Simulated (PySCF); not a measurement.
O3, SMILES [O+]([O-])=O (connectivity only; charge and spin as stated), charge -1, multiplicity 2.

The structure is a stationary point at PBE-D3(BJ)/def2-TZVPD. The isomer is the one that the SMILES or the coordinates give; other isomers of the formula were not compared.

Two levels are set side by side: PBE/def2-TZVPD (PySCF) and r2SCAN/def2-TZVPD (PySCF). Same geometry, gas phase. Differences are taken from unrounded values.

| quantity | r2SCAN |
|---|---|
| α-spin orbital gap (eV) | 4.26 |
| β-spin orbital gap (eV) | 2.77 |
| mean polarisability (bohr³) | 33.7 |

Problem. What does PBE give, and how far is it from r2SCAN? (Estimate from the structure and the level; the computed values follow.)

Solution. 
| quantity | PBE | PBE minus r2SCAN |
|---|---|---|
| α-spin orbital gap (eV) | 3.29 | -0.98 |
| β-spin orbital gap (eV) | 2.31 | -0.46 |
| mean polarisability (bohr³) | 35.9 | 2.2 |

Rough cost on one machine, each run with all the roots and properties that it gave: r2SCAN against PBE about 3 times.
